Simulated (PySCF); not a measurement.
Molecule: Hydrogen peroxide, H₂O₂.

Geometry:
| atom | x (Å) | y (Å) | z (Å) |
| --- | --- | --- | --- |
| O1 | -0.667 | 0.167 | 0.220 |
| O2 | 0.667 | 0.270 | -0.250 |
| H3 | -1.066 | -0.376 | -0.473 |
| H4 | 1.150 | -0.152 | 0.473 |

Geometry PBE0-D3(BJ)/def2-SVP throughout; GIAO in PySCF, gas phase, one conformer, non-relativistic; equivalent atoms averaged; functional PBE0.

Question: How do the shifts δ (against H2O, TMS at the same level) depend on the basis set? (ppm; last column core-seconds on shared hosts with different chips, so compare them loosely)

Answer: 
```csv
basis set,functions,O1/O2,H3/H4,core-s
STO-3G,12,142.5,2.59,0.44
6-31G,22,180.8,4.75,0.76
pcSseg-0,22,221.7,4.91,0.7
6-31G*,32,169.1,4.83,0.86
def2-SVP,38,186.6,4.73,0.91
cc-pVDZ,38,191.6,4.60,1
pcSseg-1,44,202.3,5.34,1
aug-cc-pVDZ,64,180.5,5.36,1.4
"6-311+G(2d,p)",66,186.0,5.19,1.3
def2-TZVP,74,192.6,5.09,1.5
cc-pVTZ,88,193.4,5.29,1.9
IGLO-III,90,192.8,5.43,1.9
pcSseg-2,100,192.6,5.61,1
pcSseg-3,210,192.0,5.71,7.4
```

Question: Which nucleus moves most, in ppm?

Answer: O1/O2 (oxygen bonded to O, H): from 142.5 ppm with STO-3G to 221.7 ppm with pcSseg-0. The smallest spread is 3.11 ppm, at H3/H4.

Question: Taking the largest basis, pcSseg-3 (210 functions), as the yardstick, rank the others by their worst heavy-atom deviation.

Answer: cc-pVDZ 0.4 ppm (38 functions), pcSseg-2 0.6 ppm (100 functions), def2-TZVP 0.6 ppm (74 functions), IGLO-III 0.8 ppm (90 functions), cc-pVTZ 1.4 ppm (88 functions), def2-SVP 5.5 ppm (38 functions), 6-311+G(2d,p) 6.1 ppm (66 functions), pcSseg-1 10.3 ppm (44 functions), 6-31G 11.2 ppm (22 functions), aug-cc-pVDZ 11.5 ppm (64 functions), 6-31G* 22.9 ppm (32 functions), pcSseg-0 29.6 ppm (22 functions), STO-3G 49.5 ppm (12 functions).

A small basis that lands close on one nucleus may do so by chance; judge by the trend and by all nuclei.
